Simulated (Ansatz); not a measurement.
**C₃H₅NS: basis-set convergence**

The task here is to estimate one member of a computed series from the others.

Computed with Ansatz 0.2.0, Gaussian basis. Level: one geometry, several basis sets.

Levels to be run: PBE0-D4/def2-SVP; ωB97M-V/def2-SVP; PBE0-D4/def2-QZVPP; ωB97M-V/def2-QZVPP; the functionals' def2-TZVPP values are taken from earlier runs.

### Structure used throughout

All runs share one geometry, relaxed beforehand with PBE0-D4 in a triple-zeta def2 set.

10 atoms, charge 0, spin multiplicity 1.

Atoms are counted from 1 here; the program's logs count them from 0.

Bond lengths: C1–C2 1.476 Å, C1–H6 1.093 Å, C1–H7 1.090 Å, C1–H8 1.093 Å, C2–N3 1.282 Å, C2–S5 1.765 Å, N3–C4 1.451 Å, C4–S5 1.846 Å, C4–H9 1.090 Å, C4–H10 1.090 Å. Angles: C2–C1–H6 110.6°, C2–C1–H7 109.1°, C2–C1–H8 110.6°, H6–C1–H7 109.4°, H6–C1–H8 107.7°, H7–C1–H8 109.4°, C1–C2–N3 128.5°, C1–C2–S5 128.9°, N3–C2–S5 102.6°, C2–N3–C4 96.2°, N3–C4–S5 92.5°, N3–C4–H9 113.6°, N3–C4–H10 113.6°, S5–C4–H9 112.5°, S5–C4–H10 112.5°, H9–C4–H10 111.0°, C2–S5–C4 68.7°.

Set-up of the first run:

in.yaml

```yaml
crystal:
  periodic: [false, false, false]
  atoms:
    - {symbol: C, position_ang: [-1.318995, -0.959553, -0.438089]}
    - {symbol: C, position_ang: [-0.185918, -0.086241, -0.072695]}
    - {symbol: N, position_ang: [0.932789, -0.412294, 0.460990]}
    - {symbol: C, position_ang: [1.482410, 0.930279, 0.505136]}
    - {symbol: S, position_ang: [-0.030178, 1.662200, -0.258629]}
    - {symbol: H, position_ang: [-2.222479, -0.661613, 0.099260]}
    - {symbol: H, position_ang: [-1.071297, -1.990886, -0.185592]}
    - {symbol: H, position_ang: [-1.529861, -0.888392, -1.507754]}
    - {symbol: H, position_ang: [2.368601, 1.059063, -0.117079]}
    - {symbol: H, position_ang: [1.658026, 1.296137, 1.517251]}
basis:
  gaussian: {orbitals: def2-SVP}
hamiltonian: {xc: pbe0, dispersion: d4}
output: {orbitals: {seedname: orbitals}}
```

Steps of the session up to this table: PBE0-D4 in def2-SVP; ωB97M-V in def2-SVP; PBE0-D4 in def2-QZVPP; ωB97M-V in def2-QZVPP.

One of the session's tables, all rows but one given; the rest of the session is left out.

It belongs to the step «Functionals by basis». 

```
functional       basis  HOMO (eV)  LUMO (eV)
   PBE0-D4    def2-SVP      -6.92       0.08
   PBE0-D4  def2-TZVPP      -7.02      -0.39
   PBE0-D4  def2-QZVPP          ?          ?
   ωB97M-V    def2-SVP      -9.07       2.35
   ωB97M-V  def2-TZVPP      -9.20       1.68
   ωB97M-V  def2-QZVPP      -9.24       1.32
```

Q: Estimate the row for PBE0-D4, def2-QZVPP from the others.

**Answer.** HOMO (eV): -7.06; LUMO (eV): -0.53. In the column «HOMO (eV)» it lies between ωB97M-V, def2-SVP (-9.07) and PBE0-D4, def2-TZVPP (-7.02).
